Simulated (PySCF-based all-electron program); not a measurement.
# Bond force of CO, singlet

Calculated with an in-house all-electron program built on PySCF, in large uncontracted Gaussian sets near the basis limit; the spin-free Dirac equation, no spin–orbit coupling, spin-restricted. Forces are good to about 0.005 eV/Å. In part, the full relativistic part was added along one bond alone. A positive force pushes the atoms apart.

```tsv
r (Å)	LDA (eV/Å)	PBE0 (eV/Å)
1.02362	17.856	?
1.13735	-1.266	-1.853
1.25109	–	-10.539
```

Task: Fill in the missing PBE0 forces.

Result: 1.02362 Å: 17.621 eV/Å.

Task: Between which listed lengths does the PBE0 force vanish, and at which of the two is it smaller?

Result: Between 1.024 and 1.137 Å. The force is smaller at 1.137 Å.
